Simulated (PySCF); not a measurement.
## Computed spin Hamiltonian

Compound: C₃H₂Cl (doublet state).
SMILES with atom numbers: `[C:1]#[C:2][CH2:3][Cl:4]` (hydrogens: H5, H6 on C3)

Computed, not measured: PySCF, UKS B3LYP, pcH-1 on C Cl H, non-relativistic, mean-field spin-orbit, GIAO. Geometry: GFN2-xTB; no solvent, vibrations or thermal averaging. The geometry wasn't refined by DFT: couplings that depend on bond lengths, twists or pyramidal angles can differ widely from those at the functional's own minimum.

```
g1, g2, g3                      : 2.00183, 2.00217, 2.00260
g_iso                           : 2.00220
Form of g                       : rhombic: the two nearest values differ by 45 % of g3 − g1
⟨S²⟩                            : 0.7716 (exact 0.7500)
HOMO–LUMO gap, α and β orbitals : 7.63, 2.67 eV
Basis functions                 : 130
```

Hyperfine couplings atom by atom, in MHz; T1 to T3 are the principal values of the dipolar part:

```tsv
atom	isotope	a_iso	of which spin–orbit	T1	T2	T3	Mulliken spin population
C1	13C	1083.9	-0.2	-53.1	-52.5	105.7	1.19
C2	13C	208.8	-0.1	-25.5	-25.2	50.6	-0.21
C3	13C	16.5	0.0	-3.0	-2.2	5.1	0.03
Cl4	35Cl	-4.2	0.0	-4.3	1.0	3.2	0.00
H5	1H	-14.2	0.0	-1.9	-1.0	2.9	-0.01
H6	1H	-13.2	0.0	-1.9	-0.9	2.8	0.00
```

The Mulliken spin populations are largest on C1 (+1.19) and C2 (-0.21). No atom but C1 exceeds +0.15.

Axes: g2 points within 10° of the C1–C2 bond.

Under fast tumbling the dipolar parts average out, and these isotropic splittings remain: 2 × 1H (H5/H6, I = 1/2, 3 lines) with 0.49 mT and 1 × 35Cl (Cl4, I = 3/2, 4 lines) with 0.15 mT.

Nuclei that the bonding pattern makes equivalent are averaged, as if the motion that swaps them (rotation, inversion, ring flip) were fast.

Main isotope only: 35Cl (natural samples also hold 24 % 37Cl, magnetic too, which adds its own pattern).

The 13C coupling of C1 (1083.9 MHz) shows only in satellite lines or after enrichment, since that isotope makes up about 1.07 % of natural carbon.

Examples of negative spin density at the nucleus (bohr⁻³): Cl4 (-0.0095) and H5/H6 (-0.0031).
